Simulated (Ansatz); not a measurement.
# CH4NSi: the cost of one run

Program: Ansatz 0.2.0. Level of theory: RKS CAM-B3LYP/def2-SVP. These are calculated values, not measurements.

### Step 1. The structure to begin with

Bond lengths: C1–Si2 1.848 Å, Si2–N3 1.583 Å, C1–H4 1.099 Å, C1–H5 1.099 Å, C1–H6 1.099 Å, N3–H7 1.015 Å. Angles: C1–Si2–N3 174.0°, Si2–C1–H4 110.7°, Si2–C1–H5 110.9°, Si2–C1–H6 110.9°, H4–C1–H5 108.1°, H4–C1–H6 108.1°, H5–C1–H6 108.1°, Si2–N3–H7 138.6°.

Coordinates:

```xyz
7

C    -0.9487    0.6023   -0.4016
Si    0.5359   -0.2842    0.2515
N     1.8398   -0.9074    0.8983
H    -1.7312   -0.1123   -0.6927
H    -0.6896    1.2031   -1.2842
H    -1.3679    1.2758    0.3584
H     2.3617   -1.7772    0.8704
```

### Step 2. Relaxing the start

File input.yaml:

```yaml
crystal:
  periodic: [false, false, false]
  atoms:
    - { symbol: C, position_ang: [-0.94872, 0.60232, -0.40159] }
    - { symbol: Si, position_ang: [0.53592, -0.28417, 0.25151] }
    - { symbol: "N", position_ang: [1.83979, -0.90745, 0.89829] }
    - { symbol: H, position_ang: [-1.73118, -0.1123, -0.69273] }
    - { symbol: H, position_ang: [-0.68958, 1.20306, -1.28425] }
    - { symbol: H, position_ang: [-1.3679, 1.27578, 0.35841] }
    - { symbol: H, position_ang: [2.36167, -1.77725, 0.87037] }
total_charge: 1
basis:
  gaussian: { orbitals: def2-SVP }
hamiltonian:
  xc: cam_b3lyp
relax:
  f_tol: 0.02
  max_steps: 40
scf:
  lower_state_search: "off"
```

The run is started by

```
> ansatz run input.yaml --threads 1 --pin off --max-ram 2048MiB --backend cpu --events-out ev --progress --plain --runs-dir out
```

What time and memory should one allow on 1 thread of an Arm CPU, shared host?

About 12 s, with a peak of 0.13 GiB.
